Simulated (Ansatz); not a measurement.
Results of r²SCAN in Ansatz (plane waves, PAW) for fcc Sr.

Numerical settings: plane-wave cutoff 560 eV, 16×16×16 k mesh, Fermi–Dirac smearing 0.05 eV, scalar-relativistic PAW data made under PBE.

Cell (relaxed at this level):

Space group Fm-3m (No. 225); a = 6.1013 Å, b = 6.1013 Å, c = 6.1013 Å, α = 90.00°, β = 90.00°, γ = 90.00°

| atom | site | symmetry | x | y | z |
|---|---|---|---|---|---|
| Sr | 4a | m-3m | 0.0000 | 0.0000 | 0.0000 |
(The calculation used a cell of 1 atom; values per cell refer to that cell.)

Problem. What does this level give for the bulk modulus B0 and pressure derivative B′ of the bulk modulus?

Solution. 
- bulk modulus B0: 11.7 GPa
- pressure derivative B′ of the bulk modulus: 2.6

The run finds no gap.

Measured, for comparison: bulk modulus 12.5 GPa (corrected for temperature and zero-point phonon effects, our sources range from 12.0 to 12.5; as tabulated in Levämäki et al. (2014), arXiv:1402.3671). Computed (rounded) less measured: bulk modulus -6 % (-3 % to -6 % over the range).

The computed numbers hold no vibrational or temperature effects.

It cost about 100 core-seconds (a rough figure) of CPU time.

Ansatz is an electronic-structure program.
